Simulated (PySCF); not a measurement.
Two species compared at the same levels of theory.

First species: 1,2-dimethyl-1,2-diazetidine, C₄H₁₀N₂.
Z-matrix (Å and degrees, PBE0-D3(BJ)/def2-TZVP geometry), rows numbered from 1:
```
C 
N   1  1.4404
C   2  1.4701  1  115.83
C   3  1.5239  2   87.12  1  -134.49
N   2  1.4665  1  112.31  3  -100.57
C   5  1.4405  2  112.36  1  -103.82
H   1  1.1005  2  112.42  3    49.01
H   1  1.0921  2  109.71  3   170.16
H   1  1.0929  2  108.61  3   -72.15
H   3  1.0900  2  114.82  1   105.21
H   3  1.0979  2  112.52  1   -21.56
H   4  1.0900  3  118.70  2   136.76
H   4  1.0982  3  112.17  2   -93.25
H   6  1.0929  5  108.54  2  -171.95
H   6  1.1004  5  112.38  2   -50.82
H   6  1.0921  5  109.75  2    70.37
```

Second species: N-methylsulfinylamine, CH3NOS.
InChI=1S/CH3NOS/c1-2-4-3/h1H3

Levels: B97-2/pcSseg-2 for dipole moment, HOMO energy, LUMO energy and HOMO–LUMO gap; PBE0-D3(BJ)/def2-TZVP for rotational constant A and rotational constant C. Geometries: PBE0-D3(BJ)/def2-TZVP. Each structure is a single optimised conformer of the isolated species, non-relativistic unless stated. Electronic properties by PySCF.

Q: Which has the higher HOMO–LUMO gap?

A: The first: 6.32 eV against 5.76 eV, a difference of 0.56 eV.

Q: Which has the higher LUMO energy?

A: The first: 0.86 eV against -2.51 eV, a difference of 3.37 eV.

Q: Which of the two has the higher dipole moment, and by how much?

A: The second: 1.59 D against 0.63 D, a difference of 0.96 D.

Q: Which has the higher HOMO energy?

A: The first: -5.46 eV against -8.27 eV, a difference of 2.81 eV.

Q: Which of the two has the higher rotational constant C, and by how much?

A: The second: 3.948 GHz against 2.469 GHz, a difference of 1.479 GHz.

Q: Which has the higher rotational constant A?

A: The second: 16.046 GHz against 5.132 GHz, a difference of 10.914 GHz.

On the first: Point group C2 permits a dipole; with 0.63 D the species has a pure rotational spectrum. The dipole equals about 2.1 × 10⁻³⁰ C·m (1 D = 3.33564 × 10⁻³⁰ C·m). Geometry: PBE0-D3(BJ)/def2-TZVP, one conformer, isolated molecule.

On the second: In atomic units the dipole is 0.63 e·bohr (1 au = 2.5417 D). Isolated species at its PBE0-D3(BJ)/def2-TZVP geometry, gas phase.
